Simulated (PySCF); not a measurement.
## How good is the calculation?

Geometry:
```
atom   x (Å)   y (Å)   z (Å)
  C1   1.982   1.458   0.781
  C2   0.942   0.676   0.663
  C3  -0.107  -0.111   0.536
  C4  -0.697  -0.488  -0.744
  C5  -1.765  -1.288  -0.869
  H6   3.000   1.054   0.793
  H7   1.870   2.544   0.874
  H8  -0.572  -0.513   1.446
  H9  -0.216  -0.078  -1.638
 H10  -2.265  -1.712   0.007
 H11  -2.172  -1.543  -1.850
```

PySCF 2.14 calculation with spin–spin couplings from B3LYP/pcJ-1 (without the spin–dipole term), PBE0-D3(BJ)/def2-SVP geometry and σ from GIAO-B97-2/pcSseg-2; single conformer, non-relativistic Hamiltonian, in vacuum, one averaged value for each set of equivalent atoms.

Reference values: measured (solution, not stated per compound (mostly CDCl3 or CCl4); Pretsch, Buehlmann, Badertscher, Structure Determination of Organic Compounds, 4th ed. (2009)).
```json
{"atoms": "H9", "quantity": "δ ¹H", "reference": "6.31", "computed": "6.48"}
{"atoms": "H10", "quantity": "δ ¹H", "reference": "5.19", "computed": "5.34"}
{"atoms": "H11", "quantity": "δ ¹H", "reference": "4.99", "computed": "5.13"}
```

Computed shifts are σ(ref) − σ with the named reference compound (TMS for H and C) calculated as an isolated molecule at the same level.

Coupling constants in Hz:
| coupling | reference | computed | source |
| --- | --- | --- | --- |
| ³J(H9,H11) cis | 10.1 | 11.4 | measured; solution (compiled); Pretsch, Buehlmann, Badertscher, Structure Determination of Organic Compounds, 4th ed., Springer 2009 |
| ³J(H9,H10) trans | 17.2 | 18.2 | measured; solution (compiled); Pretsch, Buehlmann, Badertscher, Structure Determination of Organic Compounds, 4th ed., Springer 2009 |
| ²J(H10,H11) | 1.6 | 1.6 | measured; solution (compiled); Pretsch, Buehlmann, Badertscher, Structure Determination of Organic Compounds, 4th ed., Springer 2009 |
| ⁴J(H8,H6) | -6.6 | -8.7 | measured; solution (compiled); Pretsch, Buehlmann, Badertscher, Structure Determination of Organic Compounds, 4th ed., Springer 2009 |

Problem. How far are the unscaled ¹H shifts from the references?

Solution. Mean signed difference +0.15 ppm, mean absolute 0.15 ppm over 3 comparisons; the largest is +0.17 ppm at H9 (hydrogen on an alkene CH).

7 of the 10 published NMR values on file for this molecule are compared.

Unscaled 3J(H,H) at this level run about 10 % above measured values.
